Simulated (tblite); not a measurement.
Species: C5H10N (doublet state).
Bonds: C1–N2, N2–C3, C3–C4, C4–C5, C5–C6, C4–C6. Hydrogens: H7, H8, H9 on C1; H10, H11 on C3; H12 on C4; H13, H14 on C5; H15, H16 on C6.

Computed with GFN2-xTB (tblite), gas phase: L-BFGS steps from a force-field or distance-geometry start until the largest atomic force falls under 0.01 eV/Å.

Geometry at step 1:
```
atom  x, y, z in Å
C1      2.5972    0.2291    0.2936
N2      1.5467   -0.6429    0.6953
C3      0.3636   -0.6456   -0.0788
C4     -0.9101   -0.3607    0.7420
C5     -2.1882   -0.3417   -0.0431
C6     -1.5595    0.9585    0.4095
H7      3.4270   -0.3108   -0.2208
H8      3.0918    0.6979    1.1712
H9      2.2582    1.0445   -0.3792
H10     0.3948    0.0976   -0.9026
H11     0.1908   -1.6431   -0.5344
H12    -0.9913   -0.7871    1.7398
H13    -2.0825   -0.6844   -1.0695
H14    -3.0855   -0.6341    0.5095
H15    -1.0022    1.5692   -0.3217
H16    -2.0585    1.4627    1.2452
```

Task: What forces act on the atoms?

Result: 
| atom | Fx (eV/Å) | Fy (eV/Å) | Fz (eV/Å) |
| --- | --- | --- | --- |
| C1 | -0.090 | 0.161 | 0.056 |
| N2 | 0.264 | 0.191 | -0.282 |
| C3 | 0.097 | 0.048 | 0.170 |
| C4 | -0.020 | 0.091 | -0.082 |
| C5 | 0.203 | 0.105 | 0.186 |
| C6 | 0.124 | -0.316 | 0.252 |
| H7 | -0.556 | 0.003 | 0.184 |
| H8 | -0.422 | -0.381 | -0.186 |
| H9 | 0.110 | -0.258 | 0.061 |
| H10 | 0.027 | -0.224 | 0.020 |
| H11 | 0.389 | 0.092 | 0.229 |
| H12 | 0.479 | 0.277 | -0.182 |
| H13 | -0.460 | 0.341 | 0.181 |
| H14 | 0.295 | -0.012 | -0.565 |
| H15 | -0.716 | -0.188 | 0.620 |
| H16 | 0.276 | 0.070 | -0.664 |

The largest, 0.97 eV/Å, acts on H15; the rms over all components is 0.294 eV/Å. The forces sum to zero within rounding, as they must for an isolated molecule in no field.

Task: Give the force on H15 in Eh/bohr and in nN.

Result: 0.966 eV/Å ÷ 51.422 = 0.01878 Eh/bohr, and 0.966 eV/Å × 1.602 = 1.55 nN.

Task: How far is this geometry from the end of the optimisation?

Result: 0.265 eV above it, and 0.384 Å rms away after alignment. The bonds farthest from their final lengths, with half the difference of the two atoms' forces along the bond (positive lengthens):

```
  bond  now (Å)  final (Å)  force along bond (eV/Å)
C6–H15    1.104      1.080                    -0.30
 C1–H7    1.116      1.094                    -0.16
 C1–N2    1.423      1.402                    -0.19
 C3–C4    1.542      1.524                    -0.01
C6–H16    1.096      1.079                    -0.29
C5–H14    1.094      1.079                    -0.21
```

The angle farthest from its final value is C3–C4–H12, 118.5° against 112.4°.

Of the 6 listed bonds off by 0.010 Å or more, this force points towards the final length in 6.

The cost below is that of the whole relaxation. The run took 0.44 s wall on an Arm Neoverse V2 with one thread, shared host with 96 logical CPUs at a one-minute load of 55.
